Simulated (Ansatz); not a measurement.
**A-type hexagonal La2O3**

Computed with RPBE (PAW; Ansatz, a first-principles code).

Run with plane-wave cutoff 520 eV, 12×12×6 k mesh (along the axes of the cell as run), Fermi–Dirac smearing 0.01 eV, scalar-relativistic PAW data made under PBE.

Cell: relaxed at this level.

For A-type hexagonal La2O3, the equilibrium volume per atom is 17.11 Å³/atom. The bulk modulus comes out as 101 GPa, the lattice parameter a is 3.964 Å and the lattice parameter c is 6.289 Å. The band gap comes out as 3.87 eV. The smallest direct gap on the k points sampled comes out as 4.07 eV, the Γ–Γ gap is 4.29 eV and the pressure derivative B′ of the bulk modulus is 3.9.

Measured, for comparison: equilibrium volume per atom 16.44 Å³/atom (room temperature, not corrected to a static lattice, equation of state from high-pressure X-ray diffraction; as tabulated in Ibáñez et al. (2020), arXiv:2005.12956); bulk modulus 113 GPa (300 K, not corrected to a static lattice; as tabulated in Santana et al. (2016), arXiv:1608.06321); lattice constant a 3.934 Å (300 K, not corrected to a static lattice, our sources range from 3.934 to 3.940; as tabulated in Santana et al. (2016), arXiv:1608.06321); lattice parameter c 6.13 Å (temperature not stated, not corrected to a static lattice; as tabulated in Rustad et al. (2011), arXiv:1107.4261). Computed (rounded) less measured: equilibrium volume per atom +4.1 %, bulk modulus -11 %, lattice constant a +0.8 % (+0.6 % to +0.8 % over the range), lattice parameter c +2.6 %.

Note: the bulk modulus comes from volumes at which shape and atoms were relaxed.

Spin–orbit coupling is not included.

The computed numbers hold no vibrational or temperature effects.
